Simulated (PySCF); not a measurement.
**Spin states of PH**

Unrestricted PBE0; P x2c-TZVPPall, H x2c-TZVPPall; spin-free X2C with a Gaussian nucleus (PySCF 2.14). Outer shells of the fragments: P 3s2 3p3; H 1s1.

Followed along the bond (rough minima from three points):

```json
{"2Ms+1": "3", "unpaired": "π ↑↑", "⟨S²⟩ at the start": "2.01", "R at minimum (Å)": "1.43", "Te (eV)": "0.00"}
{"2Ms+1": "1", "unpaired": "π ↑↓", "⟨S²⟩ at the start": "1.01", "R at minimum (Å)": "1.43", "Te (eV)": "0.35"}
{"2Ms+1": "1", "unpaired": "none", "⟨S²⟩ at the start": "0.00", "R at minimum (Å)": "1.43", "Te (eV)": "1.59"}
{"2Ms+1": "5", "unpaired": "σ ↑↑, π ↑↑", "⟨S²⟩ at the start": "6.00", "R at minimum (Å)": "none in the scan", "Te (eV)": "≤ 6.36"}
```

Solutions found at the starting distance of 1.385 Å, counted from the lowest of them; the search is not exhaustive and high or unbound solutions are not listed, so other states can lie among these:

```csv
2Ms+1,unpaired,term,E (eV),⟨S²⟩,⟨Lz²⟩,μ (D)
3,π ↑↑,³Σ⁻,0.00,2.01,0.00,0.53
1,π ↑↓,mixed,0.35,1.01,2.03,0.52
1,none,mixed,1.59,0.00,2.01,0.55
3,"σ ↑, π ↑",³Π,3.70,2.01,1.01,0.66
1,"σ ↑, π ↓",mixed,4.15,1.02,1.01,0.81
5,"σ ↑↑, π ↑↑",⁵Σ⁻,7.05,6.00,0.00,-0.38
```

A term symbol is given only where ⟨S²⟩ and ⟨Lz²⟩ are close to those of a pure state; real π, δ and φ orbitals otherwise mix terms. A positive dipole means P(−)H(+).

Counting both spins, an empty level lies below a filled one in some of these solutions, because spin and occupation are held.
